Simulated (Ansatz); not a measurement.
Z-matrix (Å, degrees):
```
C
C 1 1.271
F 1 1.291 2 151.9
S 1 1.828 2 69.7 3 -180.0
F 2 1.291 1 151.9 3 -0.0
```

Charge 0, multiplicity 1.

Q: List the CAM-B3LYP/def2-TZVPP orbital energies in eV (Ansatz 0.2.0). (An estimate is asked.)

A: Computed: Occupied: -2420.64, -675.83, -675.82, -282.88, -282.84, -218.57, -163.18, -163.14, -162.86, -37.70, -37.62, -27.05, -20.46, -20.02, -18.75, -16.91, -16.27, -16.22, -16.12, -11.59, -11.55, -11.54, -7.36. Lowest empty: 0.13, 1.48, 1.53, 2.27, 4.39, 5.49, 6.33, 6.80.
